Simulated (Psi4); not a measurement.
Reaction (SMILES): N#C (CH-N) → [NH+]#[C-] (C-NH)
B3LYP-D3(BJ)/def2-TZVP geometries, fixed; electronic energies without zero-point terms.

Energies in hartree at MP2 with Psi4; the isomerisation energy is their sum with the coefficients shown, times 627.509 kcal/mol a hartree. All functions are spherical. Density fitting with the program's default auxiliary sets. Cores are frozen. No added dispersion term, no relativity.

```csv
species,coefficient,part,cc-pVDZ,cc-pVTZ,cc-pVQZ
C#N (CH-N),-1,Hartree-Fock,-92.88364,-92.90884,-92.91528
C#N (CH-N),-1,correlation,-0.28269,-0.34373,-0.36607
[C-]#[NH+] (C-NH),+1,Hartree-Fock,-92.86603,-92.89255,-92.89920
[C-]#[NH+] (C-NH),+1,correlation,-0.27092,-0.33199,-0.35426
```

Predict the isomerisation energy in cc-pV5Z (X = 5): let each Hartree-Fock step shrink by the ratio of the last two, and fit each correlation energy at X = 3 and 4 to E + A/X^3. Compare with the run.


- C#N (CH-N): steps -0.02520 and -0.00644, ratio 0.256, so Hartree-Fock -92.91693 (run: -92.91660); A = (-0.34373 - (-0.36607))/(1/27 - 1/64) = 1.0433, correlation -0.36607 - A/64 + A/125 = -0.37403 (run: -0.37502).
- [C-]#[NH+] (C-NH): steps -0.02652 and -0.00665, ratio 0.251, so Hartree-Fock -92.90087 (run: -92.90059); A = (-0.33199 - (-0.35426))/(1/27 - 1/64) = 1.0401, correlation -0.35426 - A/64 + A/125 = -0.36219 (run: -0.36309).
Predicted 17.51 kcal/mol; the run in cc-pV5Z gives 17.53, a miss of -0.03. Keeping the value in cc-pVQZ, 17.50, would miss by -0.03. All sums are of the energies as printed.
